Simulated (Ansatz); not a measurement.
A nudged elastic band was laid between two geometries of AlClFH3 (6 atoms, charge 0, multiplicity 1).

All numbers below come from RKS PBE-D4/6-31G* (Ansatz).

```yaml
movable_images: 5
climbing_image: yes
spring: 5.0 eV/Å²
optimiser: quadratic models (default)
start_path: through a guess of the saddle point
force_threshold: 0.05 eV/Å
iteration_limit: 60
end_points: relaxed
```

Initial state:

```xyz
6
Properties=species:S:1:pos:R:3
Al 0.009 -0.037 0.030
F 0.013 0.174 1.750
H 1.428 0.150 -0.669
H -1.427 0.064 -0.653
Cl 0.082 -2.477 0.919
H 0.054 -1.474 1.823
```

Final state:

```xyz
6
Properties=species:S:1:pos:R:3
Al 0.018 -0.370 -0.101
F 0.021 -0.012 1.868
H 1.425 0.172 -0.608
H -1.426 0.086 -0.593
Cl 0.083 -2.476 0.615
H 0.037 -1.000 2.020
```

Question: Which bonds break or form, and what moves?

Answer: Bonds broken: Cl5–H6. Bonds formed: F2–H6.

Question: What energy profile does the band end with?

Answer: It converged. The highest image is number 2 of 0 to 6, 0.3 kcal/mol above the first end and 2.9 kcal/mol above the last; the last end lies 2.5 kcal/mol below the first. A vibrational analysis at the climbing image gives one clearly imaginary mode, 289i cm⁻¹: a first-order saddle point. The orbitals stay closed-shell, which can raise the energy where a bond breaks towards radicals; this wasn't checked here.

| image | path coordinate (Å) | energy (kcal/mol) | Cl5–H6 (Å) | F2–H6 (Å) |
| --- | --- | --- | --- | --- |
| 0 | 0.00 | 0.0 | 1.35 | 1.65 |
| 1 | 0.14 | 0.1 | 1.39 | 1.49 |
| 2 | 0.28 | 0.3 | 1.47 | 1.33 |
| 3 | 0.42 | -0.2 | 1.59 | 1.19 |
| 4 | 0.56 | -1.3 | 1.72 | 1.08 |
| 5 | 0.69 | -2.3 | 1.88 | 1.03 |
| 6 | 0.83 | -2.5 | 2.04 | 1.00 |

Question: What is the geometry of the highest image?

Answer: 
```xyz
6
Properties=species:S:1:pos:R:3
Al 0.011 -0.159 0.007
F 0.012 0.049 1.796
H 1.432 0.148 -0.639
H -1.431 0.071 -0.625
Cl 0.083 -2.432 0.875
H 0.052 -1.277 1.787
```

Question: What are the harmonic wavenumbers there?

Answer: 289i, 314, 369, 512, 518, 624, 731, 734, 966, 1476, 1921, 1942 cm⁻¹.

Run time: 47 s on 1 thread of Arm Neoverse V1 (shared host), peak memory 0.11 GiB.
